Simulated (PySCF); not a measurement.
# Curvature of the energy in the electron number along group 13

Calculated with PySCF 2.14, in def2-SVP, non-relativistic, def2-SVP with the def2 core potential (28 electrons), ECP, def2-SVP with the def2 core potential (60 electrons), ECP: one orbital is emptied in steps, and each cell gives the departure of E from the straight line at half an electron, in eV (from a cubic fit). The exact functional gives zero.

```
species   orbital    LDA    PBE  r2SCAN   PBE0  BHandHLYP  LC-wPBE  wB97X   UHF
      B  2p alpha  -1.19  -1.18   -1.06  -0.84      -0.53    -0.15  -0.20  0.14
     Ga  4p alpha  -0.81  -0.79   -0.73  -0.57      -0.38    -0.01  -0.08  0.07
     In  5p alpha  -0.74  -0.71   -0.66  -0.51      -0.35     0.02  -0.06  0.06
     Tl  6p alpha  -0.73  -0.70   -0.64  -0.51      -0.35     0.02  -0.06  0.05
```

Task: How does the mean departure depend on the functional?

Result: LDA -0.87 eV; PBE -0.85 eV; r2SCAN -0.77 eV; PBE0 -0.61 eV; BHandHLYP -0.40 eV; LC-wPBE -0.03 eV; wB97X -0.10 eV; UHF 0.08 eV. Semilocal functionals are convex (delocalisation error), Hartree-Fock is concave or straight, and exact exchange removes curvature roughly in proportion to its share, so among the functionals the range-separated hybrids usually come closest to zero.

No spin-orbit coupling is included.
